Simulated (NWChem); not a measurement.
**PBE/aug-cc-pVDZ run of [SiH3]− (SMILES [SiH3-])**

What is the vertical ionisation energy of [SiH3]− at PBE/aug-cc-pVDZ? 

The calculation is run with NWChem 7.3.0.

**1. The system as given**

The species is [SiH3]− (4 atoms), meant as a singlet with charge -1. SMILES: `[SiH3-]`. The shape is that of a PBE0-D4/def2-TZVPD optimisation.

Bond lengths: Si1–H2 1.546 Å, Si1–H3 1.546 Å, Si1–H4 1.546 Å. Angles: H2–Si1–H3 94.1°, H2–Si1–H4 94.1°, H3–Si1–H4 94.1°.

**2. The energy at PBE/aug-cc-pVDZ**

The input, work.xyz:

```xyz
4

Si     0.539700    -0.050700    -0.300900
H      0.426600     0.622300     1.085900
H     -0.298500    -1.283700     0.106800
H     -0.667800     0.712200    -0.891800
```

The input, work.nw:

```
start work
memory total 2200 mb
charge -1

geometry noautosym nocenter noautoz
  load work.xyz
end

basis spherical bse
  Si library aug-cc-pVDZ
  H library aug-cc-pVDZ
end

dft
  xc xpbe96 cpbe96
  grid medium
  convergence energy 1e-08
  iterations 100
  mulliken
  print low
end

task dft energy
```

Run with:

```console
$ nwchem work.nw > work.out
```

The log of the run:

```text
[...]
 d= 0,ls=0.0,diis     1   -290.8907306743 -3.06D+02  9.67D-02  1.33D+00     1.3
[...]
 d= 0,ls=0.0,diis    10   -291.1155367918 -6.71D-11  1.41D-07  3.11D-11     8.1
         Total DFT energy =     -291.115536791819
      One electron energy =     -436.854012978979
           Coulomb energy =      152.605495028941
    Exchange-Corr. energy =      -21.948003615852
 Nuclear repulsion energy =       15.080984774071
[...]
      Total Density - Mulliken Population Analysis
     ---------------------------------------------
    Atom       Charge   Shell Charges
 -----------   ------   -------------------------------------------------------
    1 Si  14    15.56   2.00  2.04  0.79  1.06  0.10  6.02  1.43  1.65  0.26  0.13  0.09
    2 H    1     0.81   0.72  0.05  0.03  0.01  0.00
    3 H    1     0.81   0.72  0.05  0.03  0.01  0.00
    4 H    1     0.81   0.72  0.05  0.03  0.01  0.00
[...]
```

Wall time 8.7 s (1 thread of Intel Xeon Platinum 8259CL at 2.50GHz (Skylake/Cascade Lake), shared host); peak memory 0.11 GiB.

**3. Doublet neutral SiH3**

The input, m1.nw:

```
start m1
title "H3Si PBE"
memory stack 880 mb heap 220 mb global 1100 mb

geometry units angstroms noautosym nocenter noautoz
  Si     0.539700    -0.050700    -0.300900
  H      0.426600     0.622300     1.085900
  H     -0.298500    -1.283700     0.106800
  H     -0.667800     0.712200    -0.891800
end

basis spherical bse
  * library aug-cc-pVDZ
end

dft
  xc xpbe96 cpbe96
  mult 2
  grid medium
  convergence energy 1e-08
  maxiter 100
  mulliken
  noprint "final vectors analysis"
end

task dft energy
```

Run with:

```console
$ nwchem m1.nw > m1.out
```

The log of the run:

```text
[...]
          Wavefunction type:  spin polarized.
          No. of atoms     :     4
          No. of electrons :    17
[...]
          Charge           :     0
          Spin multiplicity:     2
[...]
          AO basis - number of functions:    54
[...]
              XC Information
              --------------
          PerdewBurkeErnzerhof Exchange Functional  1.000
            Perdew 1991 LDA Correlation Functional  1.000 local
           PerdewBurkeErnz. Correlation Functional  1.000 non-local
[...]
 d= 0,ls=0.0,diis     1   -291.0277081399 -3.06D+02  8.79D-03  2.90D-02     1.6
[...]
 d= 0,ls=0.0,diis     8   -291.0466901843 -2.09D-09  6.22D-07  2.13D-10     8.1
[...]
         Total DFT energy =     -291.046690184294
      One electron energy =     -432.469383460630
           Coulomb energy =      148.097138459488
    Exchange-Corr. energy =      -21.755429957223
 Nuclear repulsion energy =       15.080984774071
[...]
      Total Density - Mulliken Population Analysis
     ---------------------------------------------
    Atom       Charge   Shell Charges
 -----------   ------   -------------------------------------------------------
    1 Si  14    14.67   2.00  2.04  0.81  0.93 -0.01  6.02  1.43  1.24  0.01  0.12  0.07
    2 H    1     0.78   0.70  0.07  0.01  0.01 -0.01
    3 H    1     0.78   0.70  0.07  0.01  0.01 -0.01
    4 H    1     0.78   0.70  0.07  0.01  0.01 -0.01
[...]
      <S2> =      0.7525 (Exact =     0.7500)
[...]
```

It took 8.7 s on 1 thread of Intel Xeon Platinum 8259CL at 2.50GHz (Skylake/Cascade Lake), shared host; peak memory 0.11 GiB.

**4. What came out**

At PBE/aug-cc-pVDZ:

| quantity | value |
| --- | --- |
| singlet [SiH3]−: total energy | -291.11554 Eh |
| doublet neutral SiH3: total energy | -291.04669 Eh |
| doublet neutral SiH3: dipole moment | 0.83 D |
| doublet neutral SiH3: ⟨S²⟩ | 0.752 |
| vertical detachment energy (to the doublet neutral) | 1.873 eV |

In words: The vertical ionisation energy comes to 1.87 eV (43 kcal/mol). Mulliken charges (singlet [SiH3]−) run from -1.56 on Si1 to +0.19 on H2; in a basis this large or diffuse they mean little. Mulliken charges (doublet neutral SiH3) run from -0.67 on Si1 to +0.22 on H2; in a basis this large or diffuse they mean little.
